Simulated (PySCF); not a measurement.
# Magnesium: a sound run and one with changed settings

Sound run: Mg [Ne] 3s2, Mg⁺ [Ne] 3s1. Calculation: PySCF 2.14, in 6-31G* (4s3p1d, 18 functions); the non-relativistic Hamiltonian (point nucleus). In the sound run the correlated levels freeze [Ne]. The sound run starts from symmetry-adapted Hartree-Fock orbitals and uses a fine grid where one is needed.

Changed run: all electrons correlated in a basis built for the valence shell.

```csv
species,method,sound run (hartree),changed run (hartree),converged
Mg,MP2,-199.61678,-199.62039,yes
Mg,CCSD(T),-199.62836,-199.63195,yes
Mg⁺,MP2,n/a,-199.35529,yes
Mg⁺,CCSD(T),n/a,-199.35543,yes
```

Ionisation energy of Mg:

```
 method  sound run (eV)  changed run (eV)
    UHF           6.614             6.614
    MP2           7.201             7.214
SCS-MP2           7.318             7.328
   CCSD           7.516             7.521
CCSD(T)           7.516             7.524
```

A valence basis has no tight correlating functions, so it recovers only part of the core correlation, and not evenly between atom and ion.

For comparison, NIST gives 7.646 eV between the lowest levels.
